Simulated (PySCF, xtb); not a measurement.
LiH, SMILES [LiH].

xtb with GFN2-xTB at its own geometry gives an orbital gap of 5.66 eV and a dipole moment of 5.64 D.

The structure is a stationary point at PBE0-D3(BJ)/def2-TZVPD.

Question: What does PBE/def2-TZVPD (PySCF) give? (The exact figures need the calculation; the answer reports its results.)

Answer: gap 2.79 eV (levels -4.37 and -1.59 eV), dipole 5.58 D.
